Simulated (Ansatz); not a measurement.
# Corundum (α-Al2O3)

The numbers are results of r²SCAN (Ansatz, an electronic-structure program, PAW), not measurements.

Run with plane-wave cutoff 560 eV, 10×10×10 k mesh, Fermi–Dirac smearing 0.01 eV, scalar-relativistic PAW data made under PBE.

Cell: measured lattice: a = b = 4.757 Å, c = 12.988 Å, α = β = 90.00°, γ = 120.00°.

```json
{
  "band_gap": "7.15 eV (direct)"
}
```

Note: cell and atoms aren't relaxed at this level (largest force component 0.06 eV/Å, pressure 0.3 GPa).

Computed values are for the static lattice.

It cost very roughly 80 core-seconds of CPU time.
